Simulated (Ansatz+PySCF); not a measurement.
**doublet C4H7 in separate pieces: levels of theory in one basis**

```xyz
11

H     0.9067    1.2549   -2.2000
H     0.9067   -1.2090   -2.2000
H    -0.9412   -1.2090   -2.2000
C    -0.0172    0.6901   -2.2000
C    -0.0172   -0.6442   -2.2000
H    -0.9412    1.2549    2.2000
H     0.9067    1.2549    2.2000
H     0.9067   -1.2090    2.2000
H    -0.9412   -1.2090    2.2000
C    -0.0172    0.6901    2.2000
C    -0.0172   -0.6442    2.2000
```

Basis set: cc-pVTZ (spherical functions). Left uncorrelated: 4 orbitals. Correlation on ROHF uses semicanonical orbitals with singles. Charge 0, multiplicity 2.

Computed with Ansatz (development build ahead of 0.2.0); each method stands on the lowest determinant of its kind that the runs found.

```json
{"method": "ROHF", "E − E(ROHF) (eV)": "0.00", "<S²> of the determinant": "0.75"}
{"method": "UHF", "E − E(ROHF) (eV)": "-0.26", "<S²> of the determinant": "1.01"}
{"method": "ROHF-MP2", "E − E(ROHF) (eV)": "-17.36", "<S²> of the determinant": "–"}
```

Q: What does UHF-MP2 give on the same scale?

A: -17.07 eV.

Q: Is a single determinant a sound starting point here?

A: Only with care. Unrestricted orbitals gain 0.26 eV and <S²> is 1.01 against 0.75 for a pure state, a contamination that matters most for the unrestricted series.

Caution for UHF, UHF-MP2: the unrestricted determinant is spin contaminated. Caution for ROHF-MP2, UHF-MP2: bonds are stretched, where a single reference can fail.
